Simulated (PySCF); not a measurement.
Compound: P4.
Numbering: `[p:1]12[p:2]3[p:3]1[p:4]23`

Level: B3LYP/def2-SVPD in PySCF, non-relativistic, on one gas-phase PBE0-D3(BJ)/def2-SVP geometry that isn't relaxed in the solvent. The solvent is an IEF-PCM continuum (cavity from Bondi-type radii × 1.2). The model holds no explicit solvent molecules, cavitation or dispersion.

Gas phase at B3LYP/def2-SVPD: HOMO -7.36 eV, LUMO -0.89 eV, dipole 0.00 D.

**Question.** What does the continuum do to the energy, the frontier levels and the dipole at B3LYP/def2-SVPD in chloroform and dimethylsulfoxide?

**Answer.** 
```json
{"solvent": "chloroform", "ε": "4.711", "E(solvent) − E(gas) (kcal/mol)": "-0.14", "polarisation term (kcal/mol)": "-0.14", "distortion of the solute (kcal/mol)": "0.00", "HOMO (eV)": "-7.25", "LUMO (eV)": "-0.79", "dipole (D)": "0.00"}
{"solvent": "dimethylsulfoxide", "ε": "46.83", "E(solvent) − E(gas) (kcal/mol)": "-0.20", "polarisation term (kcal/mol)": "-0.21", "distortion of the solute (kcal/mol)": "0.01", "HOMO (eV)": "-7.23", "LUMO (eV)": "-0.76", "dipole (D)": "0.00"}
```

Polarisation term: ½ Σ q·V over the induced surface charges. Distortion: the rise of the solute's own energy as its density leaves the gas-phase optimum.

**Question.** How does the static polarisability (B3LYP/def2-SVPD, frozen core, with the continuum's full static response) change?

**Answer.** 
| medium | isotropic (au) | principal values (au) | ⟨r²⟩ of the electrons (bohr²) |
| --- | --- | --- | --- |
| gas | 88.4 | 88.4, 88.4, 88.4 | 503.6 |
| chloroform | 125.9 | 125.9, 125.9, 126.0 | 503.7 |
| dimethylsulfoxide | 148.4 | 148.3, 148.4, 148.4 | 503.7 |

The isotropic value in dimethylsulfoxide is 1.68 times the gas-phase one; no cavity-field correction is applied. ⟨r²⟩ is taken about the centre of nuclear charge.
